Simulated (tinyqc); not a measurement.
Inside a calculation. Method: RHF in the sto-3g basis, for H3O+, spin multiplicity 1. One step of it, computed by the program tinyqc.

Task: Iteration 1: diagonalisation and new density. Diagonalise F' = X^T F X, C = X C', fill 5 alpha and 5 beta electrons from the bottom; D = 2 C_occ C_occ^T; the new density keeps 0.5 of the old one (damping). Each column has its largest component positive (the first on a tie).

Fock matrix F (hartree):
```
             1O 1s      1O 2s     1O 2px     1O 2py     1O 2pz      2H 1s      3H 1s      4H 1s
1O 1s   -22.936474  -5.752227  -0.024719  -0.030117   0.425844  -1.500223  -1.497807  -1.431763
1O 2s    -5.752227  -3.626658   0.068331   0.007356   0.040768  -1.413318  -1.449605  -1.372760
1O 2px   -0.024719   0.068331  -1.565088  -0.145410   0.047729  -0.628374   0.232903   0.384911
1O 2py   -0.030117   0.007356  -0.145410  -1.808516  -0.065006  -0.087173  -0.549129   0.701530
1O 2pz    0.425844   0.040768   0.047729  -0.065006  -1.542749   0.088939   0.018088   0.062106
2H 1s    -1.500223  -1.413318  -0.628374  -0.087173   0.088939  -1.195352  -0.555147  -0.534805
3H 1s    -1.497807  -1.449605   0.232903  -0.549129   0.018088  -0.555147  -0.997240  -0.482311
4H 1s    -1.431763  -1.372760   0.384911   0.701530   0.062106  -0.534805  -0.482311  -1.079115
```

X:
```
            1O 1s      1O 2s     1O 2px     1O 2py     1O 2pz      2H 1s      3H 1s      4H 1s
1O 1s    1.025255  -0.153400  -0.000001   0.000000   0.003466   0.020922   0.020921   0.020921
1O 2s   -0.153400   1.365043   0.000022   0.000000  -0.038893  -0.291629  -0.291589  -0.291589
1O 2px  -0.000001   0.000022   1.140816   0.000000  -0.000003  -0.298694   0.149330   0.149330
1O 2py   0.000000   0.000000   0.000000   1.140812   0.000000   0.000000  -0.258657   0.258657
1O 2pz   0.003466  -0.038893  -0.000003   0.000000   1.004409   0.033168   0.033162   0.033162
2H 1s    0.020922  -0.291629  -0.298694   0.000000   0.033168   1.230798  -0.076198  -0.076198
3H 1s    0.020921  -0.291589   0.149330  -0.258657   0.033162  -0.076198   1.230757  -0.076187
4H 1s    0.020921  -0.291589   0.149330   0.258657   0.033162  -0.076198  -0.076187   1.230757
```

D at the start:
```
            1O 1s      1O 2s     1O 2px     1O 2py     1O 2pz      2H 1s      3H 1s      4H 1s
1O 1s    1.067296  -0.546329   0.097888   0.004903  -0.778815   0.558041   0.393843   0.245640
1O 2s   -0.546329   3.260240  -1.037945  -0.104542  -0.243834  -1.124787  -0.791610  -1.982164
1O 2px   0.097888  -1.037945   1.797502  -0.183496  -0.081669  -1.006415   1.429247   0.058971
1O 2py   0.004903  -0.104542  -0.183496   2.100148   0.178215   0.918800  -1.148596   0.090484
1O 2pz  -0.778815  -0.243834  -0.081669   0.178215   1.346740   0.288213   0.427770   0.403689
2H 1s    0.558041  -1.124787  -1.006415   0.918800   0.288213   2.099048  -0.680516   1.204044
3H 1s    0.393843  -0.791610   1.429247  -1.148596   0.427770  -0.680516   2.877160   0.149127
4H 1s    0.245640  -1.982164   0.058971   0.090484   0.403689   1.204044   0.149127   1.459936
```

overlap S:
```
           1O 1s     1O 2s     1O 2px     1O 2py     1O 2pz      2H 1s      3H 1s      4H 1s
1O 1s   1.000000  0.236704   0.000000   0.000000   0.000000   0.056844   0.056837   0.056837
1O 2s   0.236704  1.000000   0.000000   0.000000   0.000000   0.489245   0.489210   0.489210
1O 2px  0.000000  0.000000   1.000000   0.000000   0.000000   0.396921  -0.198441  -0.198441
1O 2py  0.000000  0.000000   0.000000   1.000000   0.000000   0.000000   0.343735  -0.343735
1O 2pz  0.000000  0.000000   0.000000   0.000000   1.000000  -0.056580  -0.056575  -0.056575
2H 1s   0.056844  0.489245   0.396921   0.000000  -0.056580   1.000000   0.220807   0.220807
3H 1s   0.056837  0.489210  -0.198441   0.343735  -0.056575   0.220807   1.000000   0.220778
4H 1s   0.056837  0.489210  -0.198441  -0.343735  -0.056575   0.220807   0.220778   1.000000
```

Give: F' = X^T F X; orbital energies; coefficients C; D after iteration 1.

Result:

F' = X^T F X (hartree):
```
          1        2        3        4        5        6        7        8
1  -22.5483  -2.7686  -0.0289  -0.0210   0.4293  -0.3494  -0.3406  -0.2849
2   -2.7686  -2.4560   0.0928   0.0266  -0.0067  -0.3742  -0.4869  -0.3428
3   -0.0289   0.0928  -1.4754  -0.0935   0.0387  -0.2594   0.0546   0.1968
4   -0.0210   0.0266  -0.0935  -1.6900  -0.0623  -0.1004  -0.2287   0.3602
5    0.4293  -0.0067   0.0387  -0.0623  -1.5467   0.0126  -0.0311  -0.0125
6   -0.3494  -0.3742  -0.2594  -0.1004   0.0126  -0.6843  -0.0869  -0.1725
7   -0.3406  -0.4869   0.0546  -0.2287  -0.0311  -0.0869  -0.4187  -0.0973
8   -0.2849  -0.3428   0.1968   0.3602  -0.0125  -0.1725  -0.0973  -0.4678
```

orbital energies (hartree): MO1 -22.9505, MO2 -2.3393, MO3 -1.8829, MO4 -1.5737, MO5 -1.4519, MO6 -0.6060, MO7 -0.3053, MO8 -0.1776

coefficients C:
```
            MO1      MO2      MO3      MO4      MO5      MO6      MO7      MO8
1O 1s    0.9956  -0.2629  -0.0176   0.0495   0.0192   0.0898   0.0638  -0.0212
1O 2s    0.0180   1.0838   0.0698  -0.1361  -0.0769  -0.7776  -0.5583   0.1512
1O 2px   0.0005  -0.1240   0.3489  -0.5983   0.7047  -0.3862   0.4651   0.2797
1O 2py   0.0001  -0.0653   0.8993   0.1729  -0.3930   0.1884  -0.0948   0.6272
1O 2pz  -0.0200   0.0749   0.1320   0.7715   0.6253   0.0564   0.0223  -0.0159
2H 1s    0.0002  -0.0312   0.0624  -0.0055   0.0295   1.1202  -0.4609  -0.4788
3H 1s    0.0003  -0.0223  -0.0101  -0.0184   0.1011  -0.0209   1.0524  -0.7635
4H 1s   -0.0034  -0.0834  -0.0397   0.0350   0.0579   0.5534   0.6033   1.0093
```

D after iteration 1:
```
          1O 1s    1O 2s   1O 2px   1O 2py   1O 2pz    2H 1s    3H 1s    4H 1s
1O 1s    1.5971  -0.5496   0.0598   0.0049  -0.3811   0.2866   0.2043   0.1449
1O 2s   -0.5496   2.8344  -0.6018  -0.0536  -0.1849  -0.5934  -0.4260  -1.0935
1O 2px   0.0598  -0.6018   1.8904  -0.1503  -0.0250  -0.4535   0.7961   0.0459
1O 2py   0.0049  -0.0536  -0.1503   2.0474   0.0906   0.5050  -0.6248  -0.0018
1O 2pz  -0.3811  -0.1849  -0.0250   0.0906   1.6831   0.1642   0.2599   0.2536
2H 1s    0.2866  -0.5934  -0.4535   0.5050   0.1642   1.0553  -0.3371   0.6037
3H 1s    0.2043  -0.4260   0.7961  -0.6248   0.2599  -0.3371   1.4497   0.0820
4H 1s    0.1449  -1.0935   0.0459  -0.0018   0.2536   0.6037   0.0820   0.7431
```
